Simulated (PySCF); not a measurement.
# GeCl$_{2}$, singlet: reading a ladder of total energies

Geometry: a PBE0/def2-TZVP stationary point for this spin, not checked as a minimum.

```
atom   x (Å)    y (Å)    z (Å)
  Ge  0.0000  -0.6920   0.0000
  Cl  0.0000   0.7089  -1.6730
  Cl  0.0000   0.7089   1.6730
```

Basis cc-pVDZ; PySCF 2.14.0. Only valence electrons are correlated (noble-gas cores and the filled d shells of p-block atoms frozen), which leaves 18 electrons in 39 orbitals. R marks a restricted (for open shells ROHF) determinant. No spin–orbit coupling is included, and no scalar relativity.

Full CI isn't at hand for all of this; RCCSDT(Q) serves as the reference, and is uncertain by about the last step of the cluster series.

```tsv
level	total energy (hartree)
RHF	-2994.430712
RMP2	-2994.769394
RCCSD	-2994.800976
RCCSD(T)	-2994.810696
RCCSDT	-2994.811579
RCCSDT(Q)	-2994.812541
```

Problem. What is the correlation energy at RCCSDT(Q), and what share of it do RMP2 and RCCSDT recover?

Solution. E(corr) = -2994.812541 − (-2994.430712) = -0.381829 hartree = -10.390 eV. RMP2: -0.338682 / -0.381829 = 88.70 %. RCCSDT: -0.380867 / -0.381829 = 99.75 %.

Problem. By how many kcal/mol does RCCSD(T) miss RCCSDT(Q) (1 hartree = 627.509 kcal/mol), and which steps make up the rest?

Solution. -2994.810696 − (-2994.812541) = 0.001845 hartree = 1.16 kcal/mol. Steps: RCCSDT − RCCSD(T) = -0.55, RCCSDT(Q) − RCCSDT = -0.60 kcal/mol. Differences between like states or geometries often cancel part of this.
